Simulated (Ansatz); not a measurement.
1T (CdI2-type) PtS2 was calculated with LDA (plane waves, PAW; Ansatz, a first-principles code).

Problem. Give the computed interlayer binding energy, layer repeat distance and gap between the layers.

Solution. 
* **interlayer binding energy**: 22.1 meV/Å²
* **layer repeat distance**: 4.527 Å
* **gap between the layers**: 2.153 Å

Spin–orbit coupling is not included.

The computed numbers hold no vibrational or temperature effects.
